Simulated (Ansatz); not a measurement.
Isolated molecules relaxed with PBE0-D4/def2-TZVP in Ansatz; ΔE leaves out vibrations. CBS: MP2 limit from def2 TZ/QZ plus the TZ coupled-cluster correction, frozen cores. This one scheme is used for every species. DFT in def2-TZVPP. Each species was taken in one conformer, which may not be the lowest.

`NBF` + HCl → `NBCl` + H–F  (ligand exchange at a B–F bond)

`NBF`:

Z-matrix (Å, degrees):
```
N
B 1 1.389
H 1 1.006 2 122.9
H 1 1.004 2 122.4 3 -180.0
F 2 1.337 1 119.2 3 0.0
H 2 1.196 1 121.8 3 -180.0
```

HCl:

Cartesian coordinates in Å:
```
Cl 0.529 0.126 -0.336
H -0.529 -0.126 0.336
```

`NBCl`:

Z-matrix (Å, degrees):
```
N
B 1 1.383
H 1 1.006 2 123.2
H 1 1.005 2 122.2 3 -180.0
Cl 2 1.768 1 119.7 3 -0.0
H 2 1.191 1 121.5 3 180.0
```

H–F:

Z-matrix (Å, degrees):
```
F
H 1 0.920
```

| species | LC-ωPBE energy (Eh) |
| --- | --- |
| `NBF` | -181.32304 |
| HCl | -460.69673 |
| `NBCl` | -541.56111 |
| H–F | -100.44042 |

Work out ΔE.

ΔE = (-541.56111) + (-100.44042) − (-181.32304) − (-460.69673) = 0.01824 Eh = +47.9 kJ/mol. CCSD(T)/CBS gives +41.9 kJ/mol.

Largest T1 diagnostic among the species: 0.012.

The D4 term adds −4.0 kJ/mol with B3LYP and −2.1 kJ/mol with PBE0; it sums over pairs of atoms, weighted by their polarisabilities, and B3LYP, whose exchange is more repulsive, gets the larger term. Leaving LDA and LC-ωPBE aside and taking each functional with its dispersion term where it has one, the values, not all of them listed here, spread over 17.2 kJ/mol, from revPBE-D4 to CAM-B3LYP-D4. At CCSD(T), def2-SVP lies +14.9 kJ/mol from the extrapolated value and def2-TZVPP +4.3 kJ/mol.

B3LYP here is the variant with VWN-RPA as its local correlation; programs differ in this.
